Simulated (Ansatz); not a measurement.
```yaml
crystal:
  periodic: [false, false, false]
  atoms:
    - {symbol: C, position_ang: [-2.303179, -0.641961, -0.003217]}
    - {symbol: N, position_ang: [-1.196486, -0.245011, -0.001288]}
    - {symbol: Ge, position_ang: [0.607869, 0.129414, 0.000676]}
    - {symbol: H, position_ang: [0.263921, 1.727809, 0.007545]}
basis:
  gaussian: {orbitals: def2-TZVP}
hamiltonian: {xc: pbe0}
relax: {f_tol: 0.004, max_steps: 80}
```

```sh
$ ansatz run in.yaml --threads 1 --pin off --events-out ev --progress --plain --max-ram 2176MiB
```

Steps of the relaxation (energy above the last step; positions in Å, forces in eV/Å):

```
4
step 1, 28.2 meV
C    -2.303   -0.642   -0.003   -0.044   -0.034    0.000
N    -1.196   -0.245   -0.001   -0.595   -0.236   -0.001
Ge    0.608    0.129    0.001    0.372    0.732    0.003
H     0.264    1.728    0.008    0.267   -0.463   -0.002
```

```
4
step 2, 11.6 meV
C    -2.327   -0.695   -0.003    0.093   -0.007    0.000
N    -1.232   -0.263   -0.001   -0.340    0.141    0.001
Ge    0.578    0.173    0.001    0.429   -0.072    0.000
H     0.354    1.755    0.008   -0.182   -0.062    0.000
```

```
4
step 3, 2.3 meV
C    -2.320   -0.677   -0.003    0.036   -0.015    0.000
N    -1.223   -0.253   -0.001   -0.214    0.032    0.000
Ge    0.596    0.162    0.001    0.210    0.069    0.000
H     0.320    1.739    0.008   -0.032   -0.087    0.000
```

```
4
step 8, 0.0 meV
C    -2.317   -0.691   -0.003    0.000    0.000    0.000
N    -1.234   -0.234   -0.001    0.000    0.000    0.000
Ge    0.600    0.162    0.001   -0.001    0.001    0.000
H     0.323    1.732    0.008    0.000   -0.001    0.000
```

Close pairs at the end: C1–N2 1.176 Å, Ge3–H4 1.594 Å, N2–Ge3 1.876 Å.

A stationary point of restricted PBE0 after 8 steps (its stability towards spin polarisation wasn't tested); no frequencies were run, so it isn't proven a minimum. 29 s on 1 thread of Arm Neoverse V2, shared host.
